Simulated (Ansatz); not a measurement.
# AlH3O: the cost of one run

Method: RKS PBE/def2-SVP, in Ansatz 0.2.0.

### Step 1. Starting point

Bond lengths: Al1–H2 1.560 Å, Al1–H3 1.560 Å, Al1–O4 1.780 Å, O4–H5 1.010 Å. Angles: H2–Al1–H3 120.0°, H2–Al1–O4 120.0°, H3–Al1–O4 120.0°, Al1–O4–H5 109.5°.

As a file:

```xyz
5

Al    0.0000    0.0000    0.0000
H     0.0000    0.0000    1.5600
H     1.3510    0.0000   -0.7800
O    -1.5415    0.0000   -0.8900
H    -2.0512   -0.8467   -0.6815
```

### Step 2. Relaxing the start

Input file input.yaml:

```yaml
crystal:
  periodic: [false, false, false]
  atoms:
    - { symbol: Al, position_ang: [0.0, 0.0, 0.0] }
    - { symbol: H, position_ang: [0.0, 0.0, 1.56] }
    - { symbol: H, position_ang: [1.351, 0.0, -0.78] }
    - { symbol: O, position_ang: [-1.5415, 0.0, -0.89] }
    - { symbol: H, position_ang: [-2.0512, -0.8467, -0.6815] }
basis:
  gaussian: { orbitals: def2-SVP }
hamiltonian:
  xc: pbe
relax:
  f_tol: 0.02
  max_steps: 40
```

The run is started by

```console
$ ansatz run input.yaml --threads 1 --pin off --max-ram 2048MiB --backend cpu --events-out ev --progress --plain --runs-dir out
```

**Question.** How long does this run take on 1 thread of Arm Neoverse V1, shared host, and how much memory does it need?

About 7.3 s, with a peak of 0.1 GiB.
